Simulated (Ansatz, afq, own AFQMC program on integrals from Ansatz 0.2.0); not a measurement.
SiH$_{2}$O, singlet → SiH2O, triplet

| atom | x (Å) | y (Å) | z (Å) |
| --- | --- | --- | --- |
| Si | 0.0000 | -0.1186 | 0.6062 |
| O | 0.0000 | 0.1621 | -1.0273 |
| H | 0.0000 | 1.3666 | 0.9807 |
| H | 0.0000 | -0.6354 | -1.5633 |

Connectivity, by distances: SiH–OH.

E(triplet, charge +0) − E(singlet, charge +0) at this geometry, on RHF and UHF determinants.

Basis cc-pVDZ. Only valence electrons are correlated. AFQMC by an in-house program on the Cholesky factors that Ansatz 0.2.0 writes for its CCSD(T) run. ph-AFQMC/CISD is guided by a CISD state made of CCSD amplitudes; releasing the constraint for a short imaginary time cuts its bias at the price of noise, slowly where states lie close. Free AFQMC starts from the CCSD state and is never constrained. Its projection time is finite, and what remains of the start isn't in its error. Error bars are statistical, one sigma. The errors of all members are added in quadrature.

No full CI on the walks' own integrals is used here; CCSDT(Q) serves as the reference and is uncertain by about the last step of the cluster series. Each member takes its own surest rung, up to full CI.

The best estimate is CCSD(T) at the basis-set limit (CBS: def2-TZVPP and def2-QZVPP, with their diffuse functions for anions and beside diffuse sets, CCSD(T) itself extrapolated) plus the step from CCSD(T) to CCSDT(Q) in cc-pVDZ. Rows without CBS are in cc-pVDZ, the functionals in def2-TZVP; B2PLYP and the wave-function rows carry a basis error of their own. Core correlation and relativity beyond core potentials are missing, and ± holds the sampling alone.

Cautions: SiH₂O (singlet): restricted determinant unstable towards unrestricted (UHF 6 meV lower, ⟨S²⟩ 0.11), the released energies move by 1.5 errors or more from one time to the next, so no released level is given (meV from the phaseless value at times in 1/Eh: -6 ± 5 at 0.24, -8 ± 4 at 0.51, -8 ± 4 at 0.99, -6 ± 5 at 1.62, -15 ± 5 at 2.40); SiH₂O (triplet): another spin lies lower; core correlation is missing, and it shifts such a gap most where an s electron is promoted.

Best estimate: 46.3 kcal/mol.

| level | vertical spin gap (kcal/mol) | error against the best estimate (kcal/mol) |
| --- | --- | --- |
| HF | 32.0 | -14.3 |
| MP2 | 44.0 | -2.2 |
| CCSD | 46.6 | 0.3 |
| CCSD(T) | 47.1 | 0.8 |
| CCSDT | 47.0 | 0.7 |
| CCSDT(Q) | 47.1 | 0.8 |
| ph-AFQMC/CISD | 47.1 ± 0.1 | 0.8 ± 0.1 |
| free AFQMC | 47.2 ± 0.1 | 0.9 ± 0.1 |
| HF/CBS | 29.5 | -16.8 |
| MP2/CBS | 44.9 | -1.4 |
| CCSD(T)/CBS | 46.3 | 0.0 |
| PBE | 41.3 | -4.9 |
| r2SCAN | 36.9 | -9.4 |
| PBE0 | 40.7 | -5.6 |
| B3LYP | 45.5 | -0.7 |
| wB97M-V | 50.6 | 4.4 |
| B2PLYP | 45.7 | -0.6 |

Correlation beyond CCSD(T) changes it by less than 2 meV. Going to the basis-set limit takes off 0.8 kcal/mol at CCSD(T). The perturbative (T) step is worth +0.5 kcal/mol.

Best estimates are given only where the step beyond CCSD(T) is under 0.3 eV and no member's determinant is very poor (T1 over 0.05, or 0.07 for open shells, ⟨S²⟩ too high by 0.3, two states mixed), so the hardest cases are missing from such tables.

The functionals ran in a triple-zeta set and keep a basis error of their own, a few kJ/mol for each bond in atomization energies and more for double hybrids, so close places among them and the extrapolated levels can swap.

CCSDT and higher add their correlation energy to the determinant of the CCSD(T) run, since their own runs factorise the integrals more tightly (a shift of under 2 meV). Free projections are given only where their last times agree within the noise and don't stop above the reference; a slow remainder of the start can still hide under it. Each member of a difference takes its own highest rung, so a best estimate needn't equal the limit plus the step of one row. A walk keeps the symmetry of its determinant, which the program's search chose and which needn't be the lowest solution, so a lower state of the same spin and another symmetry isn't excluded.
